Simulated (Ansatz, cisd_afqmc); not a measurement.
System: HO, charge -1, singlet. HO- (SMILES [OH-]).
NHTBH set geometry:
```xyz
2

O      0.0000     0.0000    -0.1069
H      0.0000     0.0000     0.8551
```
Charge -1, spin multiplicity 1.

Total energies in aug-cc-pVDZ, 8 correlated electrons, 1 frozen orbitals. UHF or UKS for unpaired electrons; spin-orbit terms are left out. Cores are frozen in correlated methods. No relativity. The Monte Carlo rows (phaseless AFQMC, CISD trial, step 0.005/hartree) carry one-sigma bars that omit the constraint's bias. Outlying blocks are dropped, and bars are widened where a walk drifts. Over all cases where full CI ran beside it in this data, AFQMC minus full CI had a median of +0.1 mEh and passed +0.4 mEh in a tenth of the cases.

```
method         program        energy (Eh)  minus CCSDTQ (mEh)
----------  ----------  -----------------  ------------------
HF              Ansatz          -75.39595              248.88
MP2             Ansatz          -75.63690                7.93
CCSD            Ansatz          -75.63576                9.07
CCSD(T)         Ansatz          -75.64376                1.07
CCSDT(Q)        Ansatz          -75.64498               -0.14
CCSDTQ          Ansatz          -75.64483                0.00
AFQMC/CISD  cisd_afqmc  -75.6448 ± 0.0002           0.1 ± 0.2
```

Rough core times of Ansatz's runs on a shared machine: CCSD(T) under 20 s, CCSDT(Q) under 20 s, CCSDTQ 90 s.

Ansatz is a first-principles code.
